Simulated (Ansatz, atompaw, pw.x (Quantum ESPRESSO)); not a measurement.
**Equation-of-state test of one PAW (atompaw) potential (titanium)**

atompaw 4.2.0.5 input, output lines left out:

```
Ti 22
LDA-PW scalarrelativistic loggrid 1500 logderivrange -7 5 301
4 4 3 0 0 0
4 1 0
3 2 2
0 0 0
c
c
v
v
c
v
v
v
2
2.55 2.05 2.05 1.75
n
n
y
0.05
n
custom rrkj gramschmidtortho sinc
bessel
1.20
2.55
1.40
2.55
2.55
2.55
```

Crystal test: fcc Ti in pw.x 7.5, no spin, 14³ k-points, Fermi–Dirac smearing 0.01 Ry, cutoffs 85/850 Ry. The reference is all-electron LAPW (Ansatz 0.2.0) with the same functional, mesh and smearing; V0 and B0 come from Birch–Murnaghan fits to the pressures at five volumes. Errors are pseudo minus all-electron; Δ is the rms difference of the E(V) curves that follow from these fits, minima aligned, over ±6 % about the mean V0. Mesh and smearing are coarse, so the numbers serve the comparison and aren't converged zero-temperature values; the lattice is a test structure that the element need not adopt.

All-electron: a0 = 4.008 Å (V0 = 16.10 Å³/atom), B0 = 120.2 GPa.

Q: How far does the potential miss the all-electron equation of state?

A: mean pressure error (GPa): -0.04; a0 (Å): 4.007; a0 error (%): -0.01; B0 error (%): +2.0; Δ (meV/atom): 0.2.

```csv
V (Å³/atom),P all-electron (GPa),P pseudo (GPa)
15.284,6.79,6.85
15.686,3.24,3.29
16.088,0.06,-0.02
16.490,-2.79,-2.90
16.892,-5.35,-5.49
```

Q: At the middle volume, how do free energy and pressure move when the wave cutoff is lowered (ecutrho held at 850 Ry)?

A:

```csv
cutoff (Ry),shift of F (meV/atom),shift of P (GPa)
38,+135.3,-9.28
51,+44.5,-0.32
68,+9.1,-0.60
```

The 8 pw.x runs together took about 2.6 min on one core of a shared server CPU.
